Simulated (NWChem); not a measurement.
S cation, quartet

Program: NWChem. Spin-unrestricted. Medium grid unless said otherwise, to which SCAN and Minnesota functionals are sensitive. No stability test was run on the SCF state.

Problem. Order these by “highest occupied level (eV)”, lowest first: PBE/def2-TZVP; LC-BLYP (range parameter 0.33 per bohr)/def2-TZVP; TPSSh/def2-TZVP; r2SCAN0/def2-TZVP.

Solution. LC-BLYP (range parameter 0.33 per bohr)/def2-TZVP (-21.67), r2SCAN0/def2-TZVP (-19.87), TPSSh/def2-TZVP (-18.74), PBE/def2-TZVP (-17.93)
